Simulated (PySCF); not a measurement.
CH6B2.
Structure used (PBE0-D3(BJ)/def2-SVP), in Å, numbered top down from 1:
```
atom  x, y, z in Å
B1     1.6547   -0.0562   -0.0369
B2     0.0742   -0.3477    0.3490
C3    -1.2130    0.3038   -0.2665
H4     2.3096    0.8034    0.5156
H5     2.2464   -0.7181   -0.8643
H6    -0.1088   -1.1608    1.2422
H7    -1.9455   -0.4749   -0.5394
H8    -1.7018    0.8752    0.5455
H9    -1.0631    0.9776   -1.1209
```

All values: PBE0/def2-SVPD (PySCF, non-relativistic), on one gas-phase PBE0-D3(BJ)/def2-SVP geometry that isn't relaxed in the solvent. The solvent is an IEF-PCM continuum (van der Waals radii × 1.2), and excitations are vertical TDDFT with non-equilibrium linear response and a frozen core. Specific hydrogen bonds and non-electrostatic terms are outside this model.

Gas-phase singlets (H = HOMO, L = LUMO):

| state | E (eV) | λ (nm) | f | leading configurations |
| --- | --- | --- | --- | --- |
| S1 | 4.696 | 264 | 0.003 | H→L 98% |
| S2 | 5.152 | 241 | 0.001 | H→L+1 99% |
| S3 | 6.082 | 204 | 0.000 | H-2→L 97% |
| S4 | 6.462 | 192 | 0.002 | H-1→L+1 97% |
| S5 | 6.739 | 184 | 0.061 | H-1→L 93% |

Problem. How does the list change in dichloromethane (ε = 8.93)?

Solution. 
```csv
state,E (eV),λ (nm),f,leading configurations,change by rank (eV)
S1,4.676,265,0.004,H→L 98%,-0.020
S2,5.162,240,0.002,H→L+1 99%,+0.010
S3,6.095,203,0.000,H-2→L 97%,+0.013
S4,6.429,193,0.002,H-1→L+1 97%,-0.033
S5,6.661,186,0.097,H-1→L 96%,-0.078
```

Problem. How do the frontier levels move from gas to dichloromethane?

Solution. 
| orbital | gas (eV) | solvent (eV) | change (eV) | Löwdin shares, gas | Löwdin shares, solvent |
| --- | --- | --- | --- | --- | --- |
| LUMO+2 | 0.77 | 0.87 | +0.10 | B2 40 %, B1 24 %, C3 11 %, H8 7 % | B2 39 %, B1 29 %, C3 9 %, H7 5 % |
| LUMO+1 | -1.07 | -0.97 | +0.10 | B2 48 %, B1 16 %, C3 13 %, H6 8 % | B2 48 %, B1 16 %, C3 13 %, H6 9 % |
| LUMO | -1.57 | -1.51 | +0.06 | B1 54 %, B2 16 %, H5 10 %, H4 10 % | B1 54 %, B2 16 %, H5 10 %, H4 10 % |
| HOMO | -8.02 | -7.95 | +0.07 | B2 31 %, B1 31 %, C3 10 %, H6 10 % | B2 31 %, B1 31 %, C3 11 %, H6 10 % |
| HOMO-1 | -9.46 | -9.35 | +0.11 | B2 35 %, C3 32 %, H6 16 %, H9 7 % | B2 34 %, C3 32 %, H6 15 %, H9 7 % |
| HOMO-2 | -9.66 | -9.63 | +0.03 | B1 46 %, H5 22 %, H4 22 %, B2 7 % | B1 45 %, H5 22 %, H4 22 %, B2 7 % |
| HOMO-3 | -11.28 | -11.08 | +0.20 | C3 47 %, H8 24 %, H7 11 %, B2 8 % | C3 47 %, H8 23 %, H7 13 %, B2 8 % |

The HOMO–LUMO gap goes from 6.45 to 6.44 eV.
